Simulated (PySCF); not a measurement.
# Spin states of SiC⁺

Unrestricted PBE0; basis Si def2-TZVPPD, C def2-TZVPPD; no relativity; PySCF 2.14. Outer shells of the fragments: Si+ 3s2 3p1; C 2s2 2p2.

Followed along the bond (rough minima from three points):

| 2Ms+1 | unpaired | ⟨S²⟩ at the start | R at minimum (Å) | Te (eV) |
| --- | --- | --- | --- | --- |
| 4 | σ ↑, π ↑↑ | 3.75 | 1.82 | 0.00 |
| 2 | σ ↓, π ↑↑ | 1.78 | 1.83 | 0.61 |
| 2 | σ ↑, π ↑↓ | 1.77 | 1.83 | 0.63 |
| 2 | σ ↑ | 0.82 | 1.85 | 1.68 |
| 2 | π ↑ | 0.75 | none in the scan | ≤ 1.59 |

Solutions found at the starting distance of 1.925 Å, counted from the lowest of them; the search is not exhaustive and high or unbound solutions are not listed, so other states can lie among these:

```
2Ms+1   unpaired   term  E (eV)  ⟨S²⟩  ⟨Lz²⟩  μ (D)
    4  σ ↑, π ↑↑    ⁴Σ⁻    0.00  3.75   0.00  -1.39
    2  σ ↓, π ↑↑  mixed    0.60  1.78   0.00  -1.69
    2  σ ↑, π ↑↓  mixed    0.61  1.77   2.01  -1.47
    2        π ↑     ²Π    1.49  0.75   1.00  -1.55
    2        σ ↑  mixed    1.60  0.82   2.00  -1.13
    2        π ↑  mixed    2.05  1.25   1.01  -1.69
    4  σ ↑, π ↑↑  mixed    3.44  3.76   2.01   0.43
    4      π ↑↑↑     ⁴Π    3.59  3.84   1.01  -0.55
```

A term symbol is given only where ⟨S²⟩ and ⟨Lz²⟩ are close to those of a pure state; real π, δ and φ orbitals otherwise mix terms. A positive dipole points towards C; it is taken about the centre of mass and depends on that origin.
